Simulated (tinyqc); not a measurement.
Worked calculation (part 1 of 3): UHF in the sto-3g basis, for NH, spin multiplicity 3. This run ends on a higher stationary point, not on the lowest solution. Computed by tinyqc, a small Python program that keeps every step (integrals from PySCF). Settings: charge = 0, multiplicity = 3, basis = sto-3g, energy threshold = 1e-08, iteration cap = 80, orthogonalisation = symmetric, start = random, DIIS depth = 6, method = UHF. Command: `OMP_NUM_THREADS=1 python tinyqc.py 20480 20481 out.jsonl` (the two numbers bound the seeds that draw the settings). One thread of a shared host (Intel(R) Xeon(R) Processor @ 2.60GHz), about 0.2 s of CPU time with the checks. Later iterations appear only in the table of the cycle.

## One-electron integrals

Geometry (angstrom):
```
atom         x         y         z
N     0.000000  0.000000  0.000000
H     0.000000  0.000000  1.930000
```

Basis sto-3g: exponents (1/bohr^2) and contraction coefficients of normalised primitives:
```
element  l (shell)   exponent  coefficient
N            s (1)  99.106169     0.154329
N            s (1)  18.052312     0.535328
N            s (1)   4.885660     0.444635
N            s (2)   3.780456    -0.099967
N            s (2)   0.878497     0.399513
N            s (2)   0.285714     0.700115
N            p (3)   3.780456     0.155916
N            p (3)   0.878497     0.607684
N            p (3)   0.285714     0.391957
H            s (1)   3.425251     0.154329
H            s (1)   0.623914     0.535328
H            s (1)   0.168855     0.444635
```

Overlap, kinetic and nuclear-attraction integrals over the contracted functions; the nuclear repulsion is the sum of Za Zb / Rab.

nuclear repulsion = 1.91929558 hartree

overlap S, lower triangle:
```
           1N 1s     1N 2s    1N 2px    1N 2py    1N 2pz     2H 1s
1N 1s   1.000000
1N 2s   0.235038  1.000000
1N 2px  0.000000  0.000000  1.000000
1N 2py  0.000000  0.000000  0.000000  1.000000
1N 2pz  0.000000  0.000000  0.000000  0.000000  1.000000
2H 1s   0.007286  0.115374  0.000000  0.000000  0.134983  1.000000
```

kinetic energy T (hartree), lower triangle:
```
            1N 1s      1N 2s    1N 2px    1N 2py    1N 2pz     2H 1s
1N 1s   21.990753
1N 2s   -0.128416   0.606994
1N 2px   0.000000   0.000000  1.899358
1N 2py   0.000000   0.000000  0.000000  1.899358
1N 2pz   0.000000   0.000000  0.000000  0.000000  1.899358
2H 1s   -0.002297  -0.016174  0.000000  0.000000  0.002904  0.760032
```

nuclear attraction V (hartree), lower triangle:
```
             1N 1s      1N 2s     1N 2px     1N 2py     1N 2pz      2H 1s
1N 1s   -46.460149
1N 2s    -5.497390  -7.138544
1N 2px    0.000000   0.000000  -7.075452
1N 2py    0.000000   0.000000   0.000000  -7.075452
1N 2pz   -0.004355  -0.055586   0.000000   0.000000  -7.099832
2H 1s    -0.173818  -0.538569   0.000000   0.000000  -0.547845  -3.144873
```

core Hamiltonian H = T + V (hartree), lower triangle:
```
             1N 1s      1N 2s     1N 2px     1N 2py     1N 2pz      2H 1s
1N 1s   -24.469396
1N 2s    -5.625807  -6.531550
1N 2px    0.000000   0.000000  -5.176094
1N 2py    0.000000   0.000000   0.000000  -5.176094
1N 2pz   -0.004355  -0.055586   0.000000   0.000000  -5.200474
2H 1s    -0.176115  -0.554742   0.000000   0.000000  -0.544941  -2.384841
```

## Two-electron integrals

Functions are numbered as in S; the eight-fold symmetry (ij|kl) = (ji|kl) = (kl|ij) leaves the list below.

Two-electron integrals (ij|kl) in chemists' order, unique and non-zero (hartree):
```
(11|11) 4.166630   (21|11) 0.640849   (21|21) 0.117461   (22|11) 0.969864
(22|21) 0.220936   (22|22) 0.708245   (31|31) 0.020960   (32|31) 0.032452
(32|32) 0.156449   (33|11) 0.967124   (33|21) 0.220977   (33|22) 0.708086
(33|33) 0.762805   (41|41) 0.020960   (42|41) 0.032452   (42|42) 0.156449
(43|43) 0.041119   (44|11) 0.967124   (44|21) 0.220977   (44|22) 0.708086
(44|33) 0.680568   (44|44) 0.762805   (51|51) 0.020960   (52|51) 0.032452
(52|52) 0.156449   (53|53) 0.041119   (54|54) 0.041119   (55|11) 0.967124
(55|21) 0.220977   (55|22) 0.708086   (55|33) 0.680568   (55|44) 0.680568
(55|55) 0.762805   (61|11) 0.020039   (61|21) 0.003648   (61|22) 0.006841
(61|33) 0.006828   (61|44) 0.006828   (61|51) 0.000188   (61|52) 0.000358
(61|55) 0.006868   (61|61) 0.000115   (62|11) 0.068315   (62|21) 0.015841
(62|22) 0.058964   (62|33) 0.057722   (62|44) 0.057722   (62|51) 0.001307
(62|52) 0.011432   (62|55) 0.061386   (62|61) 0.000507   (62|62) 0.007552
(63|31) 0.001341   (63|32) 0.008604   (63|53) 0.002153   (63|63) 0.000824
(64|41) 0.001341   (64|42) 0.008604   (64|54) 0.002153   (64|64) 0.000824
(65|11) 0.066123   (65|21) 0.015484   (65|22) 0.061165   (65|33) 0.058687
(65|44) 0.058687   (65|51) 0.002298   (65|52) 0.018401   (65|55) 0.066050
(65|61) 0.000508   (65|62) 0.009325   (65|65) 0.012141   (66|11) 0.274025
(66|21) 0.064399   (66|22) 0.273272   (66|33) 0.265700   (66|44) 0.265700
(66|51) 0.004324   (66|52) 0.054260   (66|55) 0.288296   (66|61) 0.002050
(66|62) 0.051478   (66|65) 0.071907   (66|66) 0.774606
```

## Orthogonalisation

S = U s U^T; symmetric (Loewdin) form X = U s^(-1/2) U^T, so that X^T S X = 1.

eigenvalues of S: 0.733144  0.879186  1.000000  1.000000  1.114139  1.273531

X, lower triangle:
```
            1N 1s      1N 2s    1N 2px    1N 2py     1N 2pz     2H 1s
1N 1s    1.021701
1N 2s   -0.122498   1.027007
1N 2px   0.000000   0.000000  1.000000
1N 2py   0.000000   0.000000  0.000000  1.000000
1N 2pz  -0.000833   0.006155  0.000000  0.000000   1.006996
2H 1s    0.007000  -0.060315  0.000000  0.000000  -0.068869  1.012212
```

## Starting guess

The start is random orthonormal orbitals; D(s) = C_occ C_occ^T for each spin.

D(alpha) at the start, lower triangle:
```
            1N 1s      1N 2s    1N 2px     1N 2py     1N 2pz     2H 1s
1N 1s    1.037611
1N 2s   -0.147040   0.562609
1N 2px  -0.022392   0.109611  0.976479
1N 2py   0.024077  -0.117861  0.025291   0.972806
1N 2pz   0.086637  -0.421657  0.094079  -0.101160   0.642516
2H 1s    0.047621  -0.251246  0.027245  -0.029295  -0.248415  1.001443
```

D(beta) at the start, lower triangle:
```
            1N 1s      1N 2s     1N 2px    1N 2py    1N 2pz     2H 1s
1N 1s    1.017673
1N 2s   -0.176633   0.294886
1N 2px  -0.038507  -0.100895   0.807891
1N 2py  -0.065752  -0.332418  -0.115036  0.538613
1N 2pz   0.083318  -0.104128   0.360237  0.000922  0.177360
2H 1s    0.151946  -0.283327  -0.044280  0.372882  0.038282  0.299435
```

## Iteration 1: building the Fock matrix

J_ij = sum D_kl (ij|kl) with D = D(alpha) + D(beta), K_ij = sum D_kl (ik|jl) for each spin; F = H + J - K(s); E = tr D H + tr D J / 2 - 0.5 sum_s tr D(s) K(s) + E_nn.

Coulomb J (hartree), lower triangle:
```
            1N 1s      1N 2s     1N 2px     1N 2py    1N 2pz     2H 1s
1N 1s   13.224413
1N 2s    2.401796   5.641366
1N 2px  -0.002033  -0.001518   5.661567
1N 2py  -0.030050  -0.137684  -0.007380   5.639120
1N 2pz  -0.023662  -0.102713   0.037288  -0.006763  5.604648
2H 1s    0.074470   0.464880   0.001915  -0.007726  0.486004  2.735541
```

exchange K(alpha) (hartree), lower triangle:
```
            1N 1s      1N 2s    1N 2px     1N 2py    1N 2pz     2H 1s
1N 1s    4.255389
1N 2s    0.711303   0.834621
1N 2px   0.005877   0.090895  0.907067
1N 2py  -0.006319  -0.097736  0.018252   0.904416
1N 2pz  -0.023847  -0.370503  0.069553  -0.074788  0.640806
2H 1s    0.019480   0.001272  0.020072  -0.021583  0.001802  0.720177
```

exchange K(beta) (hartree), lower triangle:
```
            1N 1s      1N 2s     1N 2px    1N 2py    1N 2pz     2H 1s
1N 1s    4.084526
1N 2s    0.579443   0.463286
1N 2px  -0.063979  -0.099923   0.697648
1N 2py  -0.146167  -0.279319  -0.083020  0.503314
1N 2pz   0.062026  -0.081078   0.257284  0.023352  0.245622
2H 1s    0.042407  -0.026150   0.003109  0.076853  0.026090  0.212474
```

F(alpha) (hartree), lower triangle:
```
             1N 1s      1N 2s     1N 2px     1N 2py     1N 2pz      2H 1s
1N 1s   -15.500372
1N 2s    -3.935313  -1.724805
1N 2px   -0.007909  -0.092414  -0.421594
1N 2py   -0.023731  -0.039948  -0.025632  -0.441390
1N 2pz   -0.004171   0.212205  -0.032265   0.068024  -0.236632
2H 1s    -0.121125  -0.091135  -0.018157   0.013857  -0.060739  -0.369477
```

F(beta) (hartree), lower triangle:
```
             1N 1s      1N 2s     1N 2px     1N 2py     1N 2pz     2H 1s
1N 1s   -15.329509
1N 2s    -3.803453  -1.353470
1N 2px    0.061947   0.098404  -0.212175
1N 2py    0.116117   0.141635   0.075639  -0.040288
1N 2pz   -0.090044  -0.077221  -0.219996  -0.030115   0.158551
2H 1s    -0.144052  -0.063712  -0.001193  -0.084579  -0.085027  0.138226
```

total energy of this density = -52.30177115 hartree

## Iteration 1: diagonalisation and new density

Diagonalise F' = X^T F X, C = X C', fill 5 alpha and 3 beta electrons from the bottom; D(s) = C_occ C_occ^T. Each column has its largest component positive (the first on a tie).

F' = X^T F X (alpha) (hartree), lower triangle:
```
            1          2          3          4          5          6
1  -15.222782
2   -2.025369  -1.050765
3    0.003139  -0.093044  -0.421594
4   -0.019312  -0.038537  -0.025632  -0.441390
5   -0.033423   0.219998  -0.031803   0.067320  -0.230617
6    0.007895  -0.010331  -0.010638   0.011585  -0.033463  -0.363743
```

orbital energies (alpha) (hartree): MO1 -15.506601, MO2 -0.868928, MO3 -0.446305, MO4 -0.427083, MO5 -0.358448, MO6 -0.123525

coefficients C (alpha):
```
              MO1        MO2        MO3        MO4        MO5        MO6
1N 1s    0.994815  -0.241709   0.047284   0.024374  -0.000333  -0.089543
1N 2s    0.021219   0.948014  -0.185669  -0.106361  -0.028326   0.357290
1N 2px   0.000653   0.174841   0.009633   0.917444  -0.289880  -0.208817
1N 2py   0.001625   0.138079   0.949630   0.069796   0.216891   0.164988
1N 2pz   0.000221  -0.322667  -0.118211   0.253737  -0.053157   0.912976
2H 1s   -0.001875  -0.033799  -0.193022   0.258639   0.940717  -0.206776
```

F' = X^T F X (beta) (hartree), lower triangle:
```
            1          2          3          4          5         6
1  -15.072119
2   -1.951601  -0.695101
3    0.051411   0.092192  -0.212175
4    0.100720   0.136152   0.075639  -0.040288
5   -0.084556  -0.062689  -0.220899  -0.023726   0.172435
6   -0.016263  -0.011664   0.008441  -0.091268  -0.103853  0.156949
```

orbital energies (beta) (hartree): MO1 -15.334049, MO2 -0.484228, MO3 -0.320004, MO4 -0.071473, MO5 0.183571, MO6 0.335885

coefficients C (beta):
```
              MO1        MO2        MO3        MO4        MO5        MO6
1N 1s    0.996470  -0.244564  -0.045662  -0.046330   0.041638   0.014132
1N 2s    0.014385   0.976071   0.180747   0.186516  -0.221197  -0.064160
1N 2px  -0.004052  -0.248221   0.860930   0.026968  -0.266661  -0.354025
1N 2py  -0.007669  -0.220186  -0.266780   0.779606  -0.520240  -0.043051
1N 2pz   0.005828  -0.014527   0.398321   0.318757   0.209532   0.845226
2H 1s   -0.000293  -0.073765  -0.014191   0.446802   0.750602  -0.514125
```

D(alpha) after iteration 1, lower triangle:
```
            1N 1s      1N 2s     1N 2px     1N 2py    1N 2pz     2H 1s
1N 1s    1.050910
1N 2s   -0.219397   0.945768
1N 2px  -0.018698   0.074608   0.956396
1N 2py   0.014773  -0.058949   0.034452   0.972779
1N 2pz   0.078824  -0.309422   0.190645  -0.150630  0.185296
2H 1s    0.003168  -0.050399  -0.043178   0.034115  0.049343  0.990246
```

D(beta) after iteration 1, lower triangle:
```
            1N 1s      1N 2s     1N 2px     1N 2py     1N 2pz     2H 1s
1N 1s    1.054848
1N 2s   -0.232632   0.985591
1N 2px   0.017356  -0.086729   0.802831
1N 2py   0.058389  -0.263247  -0.174993   0.119712
1N 2pz  -0.008828   0.057900   0.346509  -0.103110   0.158905
2H 1s    0.018396  -0.074569   0.006094   0.020030  -0.004583  0.005643
```

## Iteration 2: building the Fock matrix

As before.

Coulomb J (hartree), lower triangle:
```
            1N 1s      1N 2s     1N 2px     1N 2py    1N 2pz     2H 1s
1N 1s   13.421166
1N 2s    2.437932   5.736606
1N 2px  -0.000942  -0.004518   5.779763
1N 2py  -0.017699  -0.095134  -0.011558   5.724933
1N 2pz  -0.009196  -0.021315   0.044014  -0.020634  5.685644
2H 1s    0.075758   0.473817   0.002040  -0.006352  0.494920  2.641923
```

exchange K(alpha) (hartree), lower triangle:
```
            1N 1s      1N 2s    1N 2px     1N 2py    1N 2pz     2H 1s
1N 1s    4.252857
1N 2s    0.712159   1.029903
1N 2px   0.000080   0.056899  0.933084
1N 2py  -0.000063  -0.044956  0.024864   0.944907
1N 2pz  -0.000165  -0.237965  0.134959  -0.106632  0.393123
2H 1s    0.023163   0.093584  0.004887  -0.003861  0.085913  0.774161
```

exchange K(beta) (hartree), lower triangle:
```
            1N 1s      1N 2s     1N 2px     1N 2py    1N 2pz     2H 1s
1N 1s    4.235628
1N 2s    0.675527   0.880070
1N 2px  -0.004781  -0.070178   0.783817
1N 2py  -0.008857  -0.211460  -0.126290   0.290820
1N 2pz   0.005950   0.042402   0.250442  -0.073195  0.317157
2H 1s    0.022192   0.051864   0.017095  -0.017918  0.022476  0.007199
```

F(alpha) (hartree), lower triangle:
```
             1N 1s      1N 2s     1N 2px     1N 2py     1N 2pz      2H 1s
1N 1s   -15.301087
1N 2s    -3.900034  -1.824847
1N 2px   -0.001022  -0.061417  -0.329415
1N 2py   -0.017636  -0.050178  -0.036421  -0.396069
1N 2pz   -0.013386   0.161064  -0.090944   0.085998   0.092047
2H 1s    -0.123520  -0.174509  -0.002846  -0.002491  -0.135934  -0.517079
```

F(beta) (hartree), lower triangle:
```
             1N 1s      1N 2s     1N 2px    1N 2py     1N 2pz     2H 1s
1N 1s   -15.283858
1N 2s    -3.863402  -1.675014
1N 2px    0.003839   0.065660  -0.180148
1N 2py   -0.008842   0.116326   0.114732  0.258019
1N 2pz   -0.019502  -0.119302  -0.206427  0.052561   0.168013
2H 1s    -0.122548  -0.132789  -0.015055  0.011566  -0.072497  0.249883
```

total energy of this density = -53.90701122 hartree

## Iteration 2: DIIS over 2 matrices

error matrix X^T (FDS - SDF) X (alpha):
```
           1          2          3          4          5          6
1   0.000000   0.005027   0.002028  -0.000306  -0.010160   0.003608
2  -0.005027   0.000000  -0.036925   0.019988   0.168799  -0.038892
3  -0.002028   0.036925   0.000000   0.005818  -0.006544   0.010818
4   0.000306  -0.019988  -0.005818   0.000000   0.030139  -0.011984
5   0.010160  -0.168799   0.006544  -0.030139   0.000000  -0.042560
6  -0.003608   0.038892  -0.010818   0.011984   0.042560   0.000000
```

B (overlaps of the stored error matrices):
```
               1              2
1  2.2365444e+01  1.2250038e+00
2  1.2250038e+00  2.0307532e-01
```

Minimise |sum c_i e_i|^2 with sum c_i = 1: solve [B -1; -1 0][c; lambda] = [0; -1] with B_ij = tr e_i^T e_j summed over both spins, and take F = sum c_i F_i.

DIIS coefficients: -0.050795  1.050795

extrapolated F(alpha) (hartree), lower triangle:
```
             1N 1s      1N 2s     1N 2px     1N 2py     1N 2pz      2H 1s
1N 1s   -15.290964
1N 2s    -3.898242  -1.829929
1N 2px   -0.000672  -0.059842  -0.324732
1N 2py   -0.017327  -0.050698  -0.036969  -0.393766
1N 2pz   -0.013854   0.158467  -0.093925   0.086911   0.108742
2H 1s    -0.123642  -0.178744  -0.002069  -0.003321  -0.139754  -0.524577
```

extrapolated F(beta) (hartree), lower triangle:
```
             1N 1s      1N 2s     1N 2px    1N 2py     1N 2pz     2H 1s
1N 1s   -15.281539
1N 2s    -3.866447  -1.691347
1N 2px    0.000887   0.063997  -0.178521
1N 2py   -0.015189   0.115040   0.116718  0.273172
1N 2pz   -0.015919  -0.121440  -0.205738  0.056760   0.168493
2H 1s    -0.121456  -0.136298  -0.015759  0.016450  -0.071861  0.255554
```

## Iteration 2: diagonalisation and new density

As before.

F' = X^T F X (alpha) (hartree), lower triangle:
```
            1          2          3          4          5          6
1  -15.014930
2   -1.999937  -1.158170
3    0.006707  -0.061829  -0.324732
4   -0.011588  -0.049209  -0.036969  -0.393766
5   -0.037961   0.177449  -0.094807   0.087450   0.129250
6    0.013848  -0.082297   0.007979  -0.006411  -0.125164  -0.500178
```

orbital energies (alpha) (hartree): MO1 -15.297839, MO2 -0.927017, MO3 -0.521290, MO4 -0.399877, MO5 -0.336541, MO6 0.220038

coefficients C (alpha):
```
              MO1        MO2        MO3        MO4        MO5        MO6
1N 1s    0.994475  -0.254603   0.030971   0.041815  -0.001828  -0.049128
1N 2s    0.022546   0.990575  -0.151583  -0.172096   0.011330   0.197372
1N 2px   0.000143   0.081357   0.017310   0.290991   0.932969  -0.194872
1N 2py   0.001228   0.117593  -0.139384   0.935476  -0.271475   0.133894
1N 2pz   0.000871  -0.156059   0.166306  -0.028975   0.219656   0.957977
2H 1s   -0.001714   0.098477   0.959652   0.132715  -0.122910  -0.263912
```

F' = X^T F X (beta) (hartree), lower triangle:
```
            1          2          3         4          5         6
1  -15.011028
2   -1.984115  -1.025832
3   -0.006872   0.065300  -0.178521
4   -0.029543   0.119365   0.116718  0.273172
5   -0.005203  -0.114499  -0.205699  0.056745   0.180626
6    0.013143  -0.073483  -0.005636  0.005697  -0.096672  0.282943
```

orbital energies (beta) (hartree): MO1 -15.287111, MO2 -0.786844, MO3 -0.303977, MO4 0.212907, MO5 0.319239, MO6 0.367145

coefficients C (beta):
```
              MO1        MO2        MO3        MO4        MO5        MO6
1N 1s    0.995069  -0.256974   0.010913   0.035685  -0.036522  -0.001757
1N 2s    0.020214   1.011285  -0.045203  -0.165061   0.144337  -0.014047
1N 2px  -0.000133  -0.042424   0.885678  -0.302203   0.252605   0.242153
1N 2py   0.000820  -0.115469  -0.210787   0.184697   0.952869  -0.012773
1N 2pz   0.001392   0.121534   0.402841   0.577939  -0.017732  -0.712349
2H 1s   -0.001651   0.012806   0.047486   0.660706  -0.105775   0.763453
```

D(alpha) after iteration 2, lower triangle:
```
            1N 1s      1N 2s     1N 2px     1N 2py    1N 2pz     2H 1s
1N 1s    1.056515
1N 2s   -0.241693   1.034469
1N 2px  -0.009574   0.038462   0.962025
1N 2py   0.006578  -0.026427   0.026092   0.982072
1N 2pz   0.044136  -0.172302   0.186683  -0.128268  0.101101
2H 1s    0.008718  -0.072189  -0.051429   0.035336  0.113383  0.963353
```

D(beta) after iteration 2, lower triangle:
```
            1N 1s      1N 2s     1N 2px     1N 2py    1N 2pz     2H 1s
1N 1s    1.056318
1N 2s   -0.240253   1.025149
1N 2px   0.020435  -0.082941   0.786226
1N 2py   0.028188  -0.107228  -0.181791   0.057765
1N 2pz  -0.025450   0.104724   0.351631  -0.098946  0.177053
2H 1s   -0.004415   0.010770   0.041514  -0.011489  0.020683  0.002422
```

## Iteration 3: building the Fock matrix

As before.

Coulomb J (hartree), lower triangle:
```
            1N 1s      1N 2s     1N 2px     1N 2py    1N 2pz     2H 1s
1N 1s   13.422824
1N 2s    2.437832   5.739216
1N 2px  -0.002458  -0.013383   5.784626
1N 2py  -0.007153  -0.039154  -0.012804   5.726368
1N 2pz   0.001031   0.036004   0.044227  -0.018583  5.687076
2H 1s    0.075872   0.478317   0.001566  -0.003146  0.501914  2.654617
```

exchange K(alpha) (hartree), lower triangle:
```
            1N 1s      1N 2s    1N 2px     1N 2py    1N 2pz     2H 1s
1N 1s    4.256682
1N 2s    0.708855   1.071561
1N 2px  -0.000132   0.027415  0.946739
1N 2py   0.000091  -0.018836  0.018830   0.961207
1N 2pz   0.000907  -0.124841  0.131597  -0.090419  0.349416
2H 1s    0.023267   0.103241  0.000124  -0.000085  0.107932  0.762479
```

exchange K(beta) (hartree), lower triangle:
```
            1N 1s      1N 2s     1N 2px     1N 2py    1N 2pz     2H 1s
1N 1s    4.235081
1N 2s    0.675296   0.905336
1N 2px  -0.000489  -0.063773   0.776588
1N 2py   0.000583  -0.086321  -0.131196   0.250868
1N 2pz   0.001462   0.086468   0.256293  -0.072107  0.339830
2H 1s    0.021321   0.080748   0.027124  -0.015964  0.040204  0.018334
```

F(alpha) (hartree), lower triangle:
```
             1N 1s      1N 2s     1N 2px     1N 2py     1N 2pz      2H 1s
1N 1s   -15.303254
1N 2s    -3.896830  -1.863894
1N 2px   -0.002326  -0.040798  -0.338208
1N 2py   -0.007244  -0.020317  -0.031635  -0.410933
1N 2pz   -0.004231   0.105259  -0.087371   0.071836   0.137186
2H 1s    -0.123509  -0.179667   0.001442  -0.003061  -0.150959  -0.492703
```

F(beta) (hartree), lower triangle:
```
             1N 1s      1N 2s     1N 2px    1N 2py     1N 2pz     2H 1s
1N 1s   -15.281652
1N 2s    -3.863271  -1.697669
1N 2px   -0.001969   0.050390  -0.168057
1N 2py   -0.007737   0.047167   0.118392  0.299406
1N 2pz   -0.004787  -0.106050  -0.212066  0.053524   0.146773
2H 1s    -0.121563  -0.157173  -0.025558  0.012818  -0.083231  0.251442
```

total energy of this density = -54.00764220 hartree
